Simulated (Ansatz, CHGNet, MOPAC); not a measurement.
# TO(Γ) frequency of zinc-blende InAs: levels of theory against measurement

Reference value: 217 cm⁻¹ (measured, room temperature, not corrected to a static lattice; as tabulated in arXiv:1704.04770).

```csv
level (code),value (cm⁻¹),cell (Å³/atom),difference (%)
PM7 semi-empirical Hartree-Fock (MOPAC) (MOPAC),247,27.83,+13.8
CHGNet 0.3.0 (CHGNet),125,29.60,-42
LDA (Ansatz),215,27.35,-0.9
PBE (Ansatz),200,29.59,-7.8
r²SCAN (Ansatz),210,28.49,-3.2
```

Nearest, and too close to rank with a margin of 3.0 % (twice that across the reference) picked here for doubts on the reference and the settings, and for temperature and zero-point motion: LDA (-0.9 %), r²SCAN (-3.2 %). CHGNet 0.3.0 (-42 %) lies farthest from it. Within 10 %: LDA, PBE, r²SCAN.

The measured value isn't corrected to a static lattice, so vibrations enter the comparison.  PM7 semi-empirical Hartree-Fock (MOPAC): the method was fitted mainly to molecules. PM7 semi-empirical Hartree-Fock (MOPAC): the run uses a supercell at the zone centre in place of a k mesh. LDA, PBE: the solid has no gap at this level, which affects its response. Each level is taken at its own relaxed cell. Cutoffs and k meshes differ between the levels. Ansatz's density-functional and Hartree–Fock values are scalar-relativistic unless marked +SOC, with PAW data made under PBE.

Machine-learned potentials (CHGNet 0.3.0) are trained on DFT data, which may include these solids.

Differences are worked out from the printed values.

Ansatz is a quantum-chemistry and plane-wave program.
